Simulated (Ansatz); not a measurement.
Take BAs in the zinc blende structure (space group F-43m, No. 216; a = 4.7839 Å) as the base.

All numbers come from r2SCAN, PAW, 500 eV (Ansatz, an electronic-structure program; no SOC).

Now apply this change: full substitution B → Ga, then cell and atoms are relaxed.

Measured lattice parameter a: BAs 4.777 Å (room temperature; as listed in M J Lucero, T M Henderson, G E Scuseria, Journal of Physics Condensed Matter (2012)); GaAs 5.64 Å (static lattice; corrected from measurement; as listed in Daniel Mejia-Rodriguez, S. B. Trickey, Phys. Rev. B (2018)).

Task: How well does r2SCAN reproduce the measured shift?

Result: With r2SCAN the lattice parameter a moves by +0.883 Å (4.784 → 5.667) against +0.863 Å measured. The two measured values stand on different bases (one corrected, one not), which blurs small differences.

No phonon test of stability was made.
